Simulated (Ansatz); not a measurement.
# Worked example: correlation energy of [GeH3···H···Si], triplet

Geometry: a point of a hydrogen-transfer path between rigid fragments, not a stationary point.

```xyz
6

Ge   -1.0115    0.0000    0.0000
H    -1.5230    1.4466    0.0000
H    -1.5230   -0.7233    1.2528
H    -1.5230   -0.7233   -1.2528
H     0.5228    0.0000    0.0000
Si    2.7615    0.0000    0.0000
```

Basis cc-pVDZ; Ansatz 0.2.0. Correlated methods freeze the noble-gas cores and the filled d shells of p-block atoms, which leaves 12 electrons in 46 orbitals. R marks a restricted (for open shells ROHF) determinant, U an unrestricted one. No spin–orbit coupling is included, and no scalar relativity.

Full CI isn't at hand for all of this; UCCSDT(Q) serves as the reference, and is uncertain by about the last step of the cluster series.

Runs differ by some tens of microhartree through their thresholds and, for an open shell, their frozen cores, so steps under 0.03 kcal/mol mean nothing.

```
    level  total energy (hartree)
      UHF            -2366.492711
     UMP2            -2366.654478
    UCCSD            -2366.702296
 UCCSD(T)            -2366.706299
   UCCSDT            -2366.707335
UCCSDT(Q)            -2366.707476
```

Q: What is the correlation energy at UCCSDT(Q), and what share of it do UMP2 and UCCSDT recover?

A: E(corr) = -2366.707476 − (-2366.492711) = -0.214765 hartree = -5.844 eV. UMP2: -0.161767 / -0.214765 = 75.32 %. UCCSDT: -0.214624 / -0.214765 = 99.93 %.

Q: By how many kcal/mol does UCCSD(T) miss UCCSDT(Q) (1 hartree = 627.509 kcal/mol), and which steps make up the rest?

A: -2366.706299 − (-2366.707476) = 0.001177 hartree = 0.74 kcal/mol. Steps: UCCSDT − UCCSD(T) = -0.65, UCCSDT(Q) − UCCSDT = -0.09 kcal/mol. That is within 1 kcal/mol of the reference in this basis, which itself misses far more of the correlation at the basis-set limit.
